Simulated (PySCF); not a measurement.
## What PySCF settings do for OF⁺

Base input, run as `OMP_NUM_THREADS=1 python input.py` with PySCF 2.14:

```python
from pyscf import gto, dft
from pyscf.geomopt.geometric_solver import optimize

mol = gto.M(
    atom='O 0 0 0; F 0 0 1.249',
    basis='cc-pvtz',
    charge=1,
    spin=0,
    verbose=4,
)
mf = dft.RKS(mol, xc='pbe0')
mf.kernel()
g = mf.nuc_grad_method()
g.grid_response = True
mol_eq = optimize(g.as_scanner(), maxsteps=30)
print('optimised geometry (angstrom)')
print(mol_eq.tostring('raw'))
print('orbital energies (hartree):', mf.mo_energy[..., max(0, mol.nelec[1]-3):mol.nelec[0]+3].round(4))
```

Base result: E(SCF) = -174.223321 Eh, 9 cycles, all at the start geometry; optimised bond 1.209 Å with E = -174.225238 Eh after 5 steps. At this level a UKS run with spin=2 ends 2.29 eV lower; the true order of the states can differ. The last line lists the levels of the start geometry. Stability towards an unrestricted solution was not tested.

Hardware: Arm Neoverse V1, 1 thread, shared host. Wall time 9.6 s, peak memory 0.32 GiB.

Each row names what differs from the base; energies in brackets are changes from the base.

```tsv
change	result	wall time (s)
basis set: cc-pvtz → crenbl; core potential: off → on	E(SCF) = -39.399792 Eh, all at the start geometry; optimised bond 1.280 Å with E = -39.400845 Eh after 4 steps	3.8
geometry: bond 1.249 → bond 1.336	E(SCF) = -174.209043 Eh (+0.3885 eV), 9 cycles, all at the start geometry; optimised bond 1.209 Å with E = -174.225238 Eh after 5 steps	10
spin (2S): 0 → 2; SCF type: RKS → UKS [a high spin state]	E(SCF) = -174.307355 Eh (-2.2867 eV), 11 cycles, ⟨S²⟩ = 2.007, all at the start geometry; optimised bond 1.214 Å with E = -174.308782 Eh after 5 steps	14
length unit: angstrom → bohr [unsound on purpose]	E(SCF) = -172.130786 Eh (+56.9408 eV), 8 cycles, all at the start geometry; optimised bond 1.209 Å with E = -174.225238 Eh after 11 steps	20
step after the SCF: optimize → eomee; SCF type: RKS → RHF; functional: pbe0 → none (Hartree–Fock); frozen orbitals: default → 2; number of roots: default → 8	E(SCF) = -173.636924 Eh, 10 cycles, E(CCSD) − E(SCF) = -0.48196 Eh, excitation roots -1.940, -1.940, -1.940, -0.393, 0.000, 4.395, 4.395, 4.678 eV	15
step after the SCF: optimize → ccsd(t); SCF type: RKS → RHF; functional: pbe0 → none (Hartree–Fock); frozen orbitals: default → 2	E(SCF) = -173.636924 Eh, 10 cycles, E(CCSD) − E(SCF) = -0.48196 Eh, (T) = -0.02734 Eh	4
DIIS space: default → 12	E(SCF) = -174.223321 Eh (+0.0000 eV), 9 cycles, all at the start geometry; optimised bond 1.209 Å with E = -174.225238 Eh after 5 steps	9.6
cycle limit: 50 → 1 [unsound on purpose]	the SCF does not converge, then it stops with RuntimeError (Nuclear gradients of <pyscf.scf.hf.RKS_Scanner object> not converged) after the SCF	2.4
charge: 1 → 0; spin (2S): 0 → 1; SCF type: RKS → UKS [another spin of the ion may lie lower]	E(SCF) = -174.764238 Eh (-14.7191 eV), 10 cycles, ⟨S²⟩ = 0.753, all at the start geometry; optimised bond 1.331 Å with E = -174.770765 Eh after 5 steps	15
geometry: bond 1.249 → bond 1.212	E(SCF) = -174.225228 Eh (-0.0519 eV), 9 cycles, all at the start geometry; optimised bond 1.209 Å with E = -174.225238 Eh after 3 steps	6.4
spin-free X2C: off → on [basis contracted without relativity]	E(SCF) = -174.353756 Eh, 9 cycles, all at the start geometry; optimised bond 1.209 Å with E = -174.355652 Eh after 5 steps	9.8
level shift (hartree): none → 5 [unsound on purpose]	the SCF does not converge, then it stops with RuntimeError (Nuclear gradients of <pyscf.scf.hf.RKS_Scanner object> not converged) after the SCF	11
PCM solvent, dielectric constant: none → 32.6; step after the SCF: optimize → analyze	E(SCF) = -174.350480 Eh (-3.4602 eV), 9 cycles	3.1
DIIS space: default → off [unsound on purpose]	the SCF does not converge, then it stops with RuntimeError (Nuclear gradients of <pyscf.scf.hf.RKS_Scanner object> not converged) after the SCF	10
spin (2S): 0 → 4; SCF type: RKS → UKS [a high spin state]	E(SCF) = -173.915605 Eh (+8.3734 eV), 9 cycles, ⟨S²⟩ = 6.005, all at the start geometry; optimised bond 2.048 Å with E = -174.209700 Eh after 10 steps	26
geometry: bond 1.249 → bond 1.399	E(SCF) = -174.193253 Eh (+0.8182 eV), 9 cycles, all at the start geometry; optimised bond 1.209 Å with E = -174.225238 Eh after 6 steps	12
basis set: cc-pvtz → x2c-svpall; spin-free X2C: off → on	E(SCF) = -174.151123 Eh, 9 cycles, all at the start geometry; optimised bond 1.203 Å with E = -174.153697 Eh after 5 steps	3.8
functional: pbe0 → b3lyp5	E(SCF) = -174.333704 Eh, 9 cycles, all at the start geometry; optimised bond 1.226 Å with E = -174.334320 Eh after 4 steps	8
integration grid: default → 0 [unsound on purpose]	the SCF does not converge, then it stops with RuntimeError (Nuclear gradients of <pyscf.scf.hf.RKS_Scanner object> not converged) after the SCF	4.6
functional: pbe0 → m11	stops with KeyError ("LibXCFunctional: name 'M11' not found.")	0.88
```

**Question.** Order these changes by how far they move the SCF energy from the base, largest first: (1) PCM solvent, dielectric constant: none → 32.6; step after the SCF: optimize → analyze; (2) geometry: bond 1.249 → bond 1.212; (3) geometry: bond 1.249 → bond 1.336; (4) geometry: bond 1.249 → bond 1.399.

**Answer.** (1) -3.4602 eV, (4) +0.8182 eV, (3) +0.3885 eV, (2) -0.0519 eV.
